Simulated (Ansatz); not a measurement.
Run this with Ansatz 0.2.0, Python API and show what comes out.

`run_opt.py`:
```python
import itertools
import warnings

import ansatz
from ase.data import atomic_numbers, covalent_radii
import numpy as np


def main() -> None:
    warnings.simplefilter("ignore", ansatz.DeckWarning)

    geometry = (
        ansatz.Crystal.molecule()
        .atom("C", [-1.2417, -0.9788, -0.3924])
        .atom("C", [-0.1141, -0.1721, -0.0281])
        .atom("N", [1.0722, -0.4338, 0.2875])
        .atom("C", [1.4339, 0.9968, 0.4202])
        .atom("O", [-0.0014, 1.1416, 0.0143])
        .atom("H", [-2.1652, -0.531, 0.1225])
        .atom("H", [-1.1245, -1.983, -0.1363])
        .atom("H", [-1.4115, -0.8351, -1.4886])
        .atom("H", [1.565, 1.3505, 1.482])
        .atom("H", [2.0704, 1.3938, -0.2783])
    )

    model = (
        geometry.calculation()
        .basis(gaussian="def2-SVP")
        .functional("PBE0", dispersion="d3bj")
    )
    symbols = [site.symbol for site in geometry.cartesian_sites]
    start = np.array([site.position_ang for site in geometry.cartesian_sites], dtype=float)
    def progress(event):
        if event["event"] == "relax_step":
            row = event["data"]
            print(f"step {row['step']:3d}  E = {row['lagrangian_ev']:.6f} eV  largest force component {row['allowed_force_max_ev_ang']:.4f} eV/A")


    data = model.relax(force_tolerance=0.02).session().plan().execute(on_event=progress).report
    end = np.array(data["positions_ang"])

    print("reference energy %16.6f eV" % data["reference_energy_ev"])
    print("total energy     %16.6f eV" % data["free_energy_ev"])
    print("occupied orbitals outside the frozen core (up, down):", data["n_occupied"], " frozen:", data["n_frozen"], " virtual:", data["n_virtual"])

    radius = [covalent_radii[atomic_numbers[s]] for s in symbols]
    span = lambda where, i, j: np.linalg.norm(where[i] - where[j])
    bonded = [(i, j) for i, j in itertools.combinations(range(len(symbols)), 2) if min(span(start, i, j), span(end, i, j)) < 1.2 * (radius[i] + radius[j])]
    print("pair        before    after (A)")
    for i, j in bonded:
        print(f"{symbols[i]}{i}-{symbols[j]}{j}".ljust(10), f"{span(start, i, j):8.4f} {span(end, i, j):8.4f}")


if __name__ == "__main__":
    main()
```

```console
$ python run_opt.py
step   1  E = -6714.697907 eV  largest force component 5.5988 eV/A
step   2  E = -6715.616424 eV  largest force component 1.6262 eV/A
step   3  E = -6715.666805 eV  largest force component 0.3227 eV/A
step   4  E = -6715.671610 eV  largest force component 0.2024 eV/A
step   5  E = -6715.677021 eV  largest force component 0.0497 eV/A
step   6  E = -6715.677839 eV  largest force component 0.0112 eV/A
step   7  E = -6715.677995 eV  largest force component 0.0248 eV/A
step   8  E = -6715.678024 eV  largest force component 0.0073 eV/A
reference energy     -6715.539639 eV
total energy         -6715.678049 eV
occupied orbitals outside the frozen core (up, down): [19, 19]  frozen: 0  virtual: [76, 76]
pair        before    after (A)
C0-C1        1.4335   1.4744
C0-H5        1.1483   1.1006
C0-H6        1.0429   1.0967
C0-H7        1.1185   1.1007
C1-N2        1.2551   1.2856
C1-O4        1.3192   1.3613
N2-C3        1.4816   1.4525
C3-O4        1.4986   1.4539
C3-H8        1.1268   1.1012
C3-H9        1.0250   1.1012
```

Total energies depend on the basis set; only differences at equal settings carry meaning. The end point is the stationary point reached from this start; no frequency run checks that it is a minimum, and the basis set is modest. Total less reference energy is the dispersion correction. It ran for 36 s on 1 thread of Arm Neoverse V1, with other jobs on the host, peak memory 0.26 GiB.
